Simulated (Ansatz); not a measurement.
**Si₂NH₅: a ladder of functionals and wavefunction methods**

The task here is to estimate one member of a computed series from the others.

Computed with Ansatz 0.2.0, Gaussian basis. Level: functionals in def2-TZVPP, the program's frozen cores in correlated methods.

The runs, in order: LDA (SPW92), PBE-D4, revPBE-D4, BLYP-D4, r2SCAN-D4, B97M-V, PBE0-D4, B3LYP-D4, r2SCANh-D4, r2SCAN0-D4, HSE06-D4, BHLYP-D4, CAM-B3LYP-D4, LC-ωPBE, ωB97X-V, ωB97M-V, B2PLYP, PBE-QIDH; CCSD(T)/def2-SVP; CCSD(T)/def2-TZVPP; MP2/def2-QZVPP; extrapolation to the limit; RPA on PBE.

**The relaxed structure**

An earlier PBE0-D4 in a triple-zeta def2 set relaxation fixed the geometry.

8 atoms, charge 0, spin multiplicity 1.

Atoms are counted from 1 here; the program's logs count them from 0.

Bond lengths: N1–Si2 1.719 Å, N1–Si3 1.747 Å, N1–H4 1.011 Å, Si2–H5 1.538 Å, Si3–H6 1.484 Å, Si3–H7 1.484 Å, Si3–H8 1.489 Å. Angles: Si2–N1–Si3 126.1°, Si2–N1–H4 117.1°, Si3–N1–H4 116.8°, N1–Si2–H5 93.3°, N1–Si3–H6 110.7°, N1–Si3–H7 110.7°, N1–Si3–H8 108.2°, H6–Si3–H7 109.0°, H6–Si3–H8 109.2°, H7–Si3–H8 109.2°.

The first run:

Input file in.yaml:

```yaml
crystal:
  periodic: [false, false, false]
  atoms:
    - {symbol: N, position_ang: [-0.713588, 0.003786, -0.646674]}
    - {symbol: Si, position_ang: [-0.432426, 1.402134, -1.605403]}
    - {symbol: Si, position_ang: [0.274377, -0.546487, 0.685237]}
    - {symbol: H, position_ang: [-1.526092, -0.553569, -0.872471]}
    - {symbol: H, position_ang: [0.839671, 1.787570, -0.830814]}
    - {symbol: H, position_ang: [0.325400, 0.477909, 1.757298]}
    - {symbol: H, position_ang: [1.655823, -0.835443, 0.227706]}
    - {symbol: H, position_ang: [-0.330865, -1.793000, 1.229220]}
basis:
  gaussian: {orbitals: def2-TZVPP}
hamiltonian: {xc: lda}
output: {orbitals: {seedname: orbitals}}
```

On the command line:

```bash
> ansatz run in.yaml --threads 2 --pin off --events-out ev --progress --plain --max-ram 4352MiB
```

Among the steps run: LDA; PBE-D4 (GGA); revPBE-D4 (GGA); BLYP-D4 (GGA); r2SCAN-D4 (meta-GGA); B97M-V (meta-GGA); B3LYP-D4 (hybrid); r2SCANh-D4 (hybrid); r2SCAN0-D4 (hybrid); HSE06-D4 (hybrid); BHLYP-D4 (hybrid); CAM-B3LYP-D4 (range-separated); LC-ωPBE (range-separated); ωB97X-V (range-separated); ωB97M-V (range-separated); B2PLYP (double hybrid); PBE-QIDH (double hybrid).

One of the session's tables, all rows but one given; the rest of the session is left out.

It belongs to the step «Orbital energies across the functionals». 

```
  functional  HOMO (eV)  LUMO (eV)  gap (eV)
 LDA (SPW92)      -5.52      -2.91      2.61
      PBE-D4      -5.46      -2.74      2.72
   revPBE-D4      -5.43      -2.67      2.76
     BLYP-D4      -5.34      -2.58      2.76
   r2SCAN-D4          ?          ?         ?
      B97M-V      -5.78      -2.63      3.15
     PBE0-D4      -6.52      -1.90      4.61
    B3LYP-D4      -6.34      -2.07      4.27
  r2SCANh-D4      -6.05      -2.30      3.75
  r2SCAN0-D4      -6.64      -1.83      4.80
    HSE06-D4      -6.12      -2.28      3.84
    BHLYP-D4      -7.48      -0.96      6.52
CAM-B3LYP-D4      -7.80      -0.80      7.00
     LC-ωPBE      -9.09       0.27      9.36
     ωB97X-V      -8.78       0.19      8.97
     ωB97M-V      -8.61       0.06      8.67
```

Estimate the missing values for r2SCAN-D4.

Worked estimate for «HOMO (eV)». Against the share of exact exchange, r2SCANh-D4 (0.1, -6.05), r2SCAN0-D4 (0.25, -6.64) give a slope of -3.93 per unit share; at 0 the line stands at -5.66.

The run gave: HOMO (eV): -5.66; LUMO (eV): -2.62; gap (eV): 3.04. In «HOMO (eV)» the line misses by 0.00.
